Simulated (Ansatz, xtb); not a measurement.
Ligand exchange: BH2(NH2) + CH4O → BH2(OH) + CH5N

Species: BH2(NH2), singlet; CH4O (methanol) `CO`, singlet; BH2(OH), singlet; CH5N (methylamine) `CN`, singlet. The partners trade NH2 for OH: B–NH2 and C–OH bonds give way to B–OH and C–NH2.

Shapes, held fixed at every level: PBE0-D4/def2-TZVP. Programs: Ansatz 0.2.0, xtb 6.7.1. The zero-point and thermal change to 298 K, harmonic and unscaled (PBE0-D4/def2-TZVP), is 0.0 kJ/mol.

| level | kind | ΔH(298 K) (kJ/mol) | less CCSD(T)/CBS estimate |
| --- | --- | --- | --- |
| GFN0-xTB | semi-empirical | +7.9 | +20.6 |
| SPW92/def2-TZVPP | LDA | -5.4 | +7.3 |
| r2SCAN-D4/def2-TZVPP | meta-GGA | -9.2 | +3.5 |
| MP2/def2-SVP | perturbation theory | -20.2 | -7.5 |
| MP2/def2-TZVPP | perturbation theory | -14.4 | -1.7 |
| CCSD/def2-SVP | coupled cluster or CI | -17.9 | -5.2 |
| CCSD/def2-TZVPP | coupled cluster or CI | -13.0 | -0.3 |
| CCSD(T)/CBS estimate | coupled cluster or CI | -12.7 | 0.0 |

The highest level, CCSD(T)/CBS estimate, gives ΔH(298 K) = -12.7 kJ/mol; the levels span -20.2 to +7.9. They disagree on the sign: 1 of 8 are positive. The column of differences is taken from that level and isn't an error. No measured value is set beside it here. The CBS estimate extrapolates MP2 from def2-TZVPP and def2-QZVPP and adds CCSD(T) − MP2 in the triple-zeta set, cores frozen.
